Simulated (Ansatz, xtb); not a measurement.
**Two structures of CH3BSi**

We compare X, `B1C=[SiH]1`, a singlet, with Y, a singlet given by its coordinates. Both are isolated molecules in the gas phase, relaxed with r2SCAN-D4/def2-TZVP.

X (Å):

```yaml
atoms:
  - { symbol: C, position_ang: [-2.1588, 2.1503, -0.1901] }
  - { symbol: B, position_ang: [-1.7216, 0.9166, 0.5051] }
  - { symbol: Si, position_ang: [-1.1011, 1.2743, -1.2502] }
  - { symbol: H, position_ang: [-1.7647, 0.2389, 1.4762] }
  - { symbol: H, position_ang: [-0.6265, 1.5777, -2.6321] }
  - { symbol: H, position_ang: [-2.7959, 2.9978, 0.0325] }
```

Y (Å):

```xyz
6

C    -2.3427    1.7035   -0.9315
B    -1.4869    1.6633    0.2359
Si   -1.1714    0.5367   -1.5342
H    -1.3600    2.1205    1.3257
H    -0.5033    0.8382    0.0362
H    -3.2420    2.2219   -1.2156
```

Close contacts (Å): C1–B2 1.45, C1–Si3 1.76, B2–Si3 2.12, C1–H6 1.08, B2–H4 1.19, B2–H5 1.30, Si3–H5 1.73.

Question: Which of the two would you expect CCSD(T)/def2-TZVPP electronic energies to favour?

Answer: Structure Y; the calculation gives E(Y) − E(X) = −22.9 kcal/mol.

How the difference moves with the method:

```csv
level,geometry,E(Y) − E(X) (kcal/mol),departure from the last row (kcal/mol),"job, with rough time for the two"
r2SCAN-D4/def2-TZVP,r2SCAN-D4/def2-TZVP,−21.2,+1.7,"optimisation, 74 s"
HF/def2-TZVPP,r2SCAN-D4/def2-TZVP,−23.0,−0.1,part of the CCSD(T) run
MP2/def2-TZVPP,r2SCAN-D4/def2-TZVP,−22.6,+0.3,part of the CCSD(T) run
CCSD(T)/def2-TZVPP,r2SCAN-D4/def2-TZVP,−22.9,,"single point, 36 s"
```

The levels shown agree on the order. The largest departure from CCSD(T)/def2-TZVPP is that of r2SCAN-D4/def2-TZVP, 1.7 kcal/mol. Levels run at GFN2-xTB geometries aren't shown.

With harmonic frequencies from r2SCAN-D4/def2-TZVP (ideal gas, rigid rotor, one conformer each, 298.15 K, 1 atm): on the last row, ΔE + ΔZPE = −21.5, ΔH = −21.7, ΔG = −21.5 kcal/mol.

The correlated steps freeze 7 core orbitals. Codes used: Ansatz 0.2.0; the last row on 2 threads of Intel(R) Xeon(R) Processor @ 2.50GHz (Skylake/Cascade Lake) on a shared host.
